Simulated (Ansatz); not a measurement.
in.yaml

```yaml
crystal:
  periodic: [false, false, false]
  atoms:
    - {symbol: Al, position_ang: [-1.101970, 0.000000, 0.734771]}
    - {symbol: Al, position_ang: [1.093526, 0.000000, -0.796828]}
    - {symbol: H, position_ang: [0.226045, 0.000000, 1.661207]}
basis:
  gaussian: {orbitals: 6-31G}
magnetization: {spin_polarized: true, initial_magnetization: 1}
correlation: {method: ccsdtq, electrons: outside_noble_gas}
```

```sh
$ ansatz run in.yaml --threads 1 --pin off --events-out ev --progress --plain --max-ram 2393MiB
```

Output:

```
558 factors; integrals over basis functions are off by at most 1.5e-7 eV
mean field evaluation 1: about -13177.2685 eV, gradient 4.6e0 eV
mean field evaluation 2: about -13177.2723 eV, gradient 4.7e0 eV
mean field evaluation 4: about -13177.7507 eV, gradient 8.2e-1 eV
mean field evaluation 8: about -13177.8420 eV, gradient 2.5e-1 eV
mean field evaluation 16: about -13177.9690 eV, gradient 1.2e-3 eV
mean field evaluation 32: about -13177.8293 eV, gradient 6.1e-2 eV
mean field evaluation 64: about -13178.1698 eV, gradient 2.8e-2 eV
mean field evaluation 96: about -13177.8805 eV, gradient 3.3e-1 eV
mean field evaluation 128: about -13178.1694 eV, gradient 4.0e-2 eV
mean field evaluation 160: about -13178.1756 eV, gradient 6.6e-2 eV
...
cycle  12  -2.27962887 eV  change   -8.2e-5 eV  update   1.1e-4
cycle  13  -2.27969612 eV  change   -6.7e-5 eV  update   5.5e-5
cycle  14  -2.27968414 eV  change    1.2e-5 eV  update   3.2e-5
cycle  15  -2.27966413 eV  change    2.0e-5 eV  update   1.8e-5
cycle  16  -2.27966100 eV  change    3.1e-6 eV  update   9.0e-6
cycle  17  -2.27966268 eV  change   -1.7e-6 eV  update   5.3e-6
cycle  18  -2.27966581 eV  change   -3.1e-6 eV  update   3.0e-6
cycle  19  -2.27966789 eV  change   -2.1e-6 eV  update   1.4e-6
cycle  20  -2.27966843 eV  change   -5.5e-7 eV  update   8.8e-7
cycle  21  -2.27966806 eV  change    3.7e-7 eV  update   5.0e-7
Total energy: -13180.44990945 eV, -484.3726001426 hartree
```

For the same geometry and basis full CI lies 0.1 meV lower.

Ran on 1 thread of Intel Xeon, shared host: 87 s wall, 0.16 GiB peak host memory.
